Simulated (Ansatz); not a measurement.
# C2HO: the cost of one run

Program: Ansatz 0.2.0. Level of theory: the levels named in each step. These are calculated values, not measurements.

**1. Starting point**

Bond lengths: C1–C2 1.249 Å, C2–O3 1.178 Å, C1–H4 1.047 Å. Angles: C1–C2–O3 180.0°, C2–C1–H4 180.0°.

Coordinates:

```xyz
4

C     0.0000    0.0000   -0.6573
C     0.0000    0.0000    0.5917
O     0.0000    0.0000    1.7696
H     0.0000    0.0000   -1.7040
```

**2. A rough first relaxation, PBE-D4/def2-SVP**

input.yaml

```yaml
crystal:
  periodic: [false, false, false]
  atoms:
    - { symbol: C, position_ang: [0.0, 0.0, -0.65733] }
    - { symbol: C, position_ang: [0.0, 0.0, 0.59174] }
    - { symbol: O, position_ang: [0.0, 0.0, 1.76959] }
    - { symbol: H, position_ang: [0.0, 0.0, -1.70401] }
magnetization:
  spin_polarized: true
  initial_magnetization: 1
basis:
  gaussian: { orbitals: def2-SVP }
hamiltonian:
  xc: pbe
  dispersion: d4
relax:
  f_tol: 0.03
  max_steps: 200
```

Started as:

```bash
$ ansatz run input.yaml --threads 2 --pin off --max-ram 5120MiB --backend cpu --events-out ev --progress --plain --runs-dir out
```

**Question.** How long does this run take on 2 threads of Arm Neoverse V1, shared host, and how much memory does it need?

About 2.6 s, with a peak of 0.11 GiB.
